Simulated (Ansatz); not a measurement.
C8H18 can be A, `CCC(C)CC(C)C`, or B, `CC(C)(C)C(C)(C)C`.

Calculated with Ansatz (gas phase, PBE0-D4/def2-TZVP geometries, no zero-point term in ΔE). CCSD(T)/CBS adds triple-zeta CCSD(T) − MP2 to the extrapolated MP2 energy (def2 sets, frozen cores). DFT in def2-TZVPP. B3LYP here is the variant with VWN-RPA as its local correlation; programs differ in this. Each species was taken in one conformer, which may not be the lowest.

**Question.** Which isomer does CCSD(T)/CBS put lower? Give the gap. (Estimate.)

**Answer.** The calculation gave: B, by 0.4 kcal/mol. So small a gap doesn't settle the order.

**Question.** Give E(B) − E(A) in kcal/mol with HF/def2-TZVPP, B3LYP, BLYP-D4, ωB97M-V, LDA (SPW92), CCSD/def2-TZVPP, r2SCAN-D4. (An estimate is asked.)

**Answer.** Computed: HF/def2-TZVPP 7.3, B3LYP 5.6, BLYP-D4 1.4, ωB97M-V -0.1, LDA (SPW92) -1.2, CCSD/def2-TZVPP 0.4, r2SCAN-D4 0.7. The order is the other way round with HF/def2-TZVPP, B3LYP, BLYP-D4, CCSD/def2-TZVPP, r2SCAN-D4.

Largest T1 diagnostic: 0.009.

From BLYP to BHLYP (50 % exact exchange), in def2-TZVPP and without D4, E(B) − E(A) moves by −1.7 kcal/mol. In def2-TZVPP, CCSD(T) changes the Hartree–Fock value by −8.1 kcal/mol (the triples alone add −1.3 kcal/mol) and MP2 by −9.6 kcal/mol.
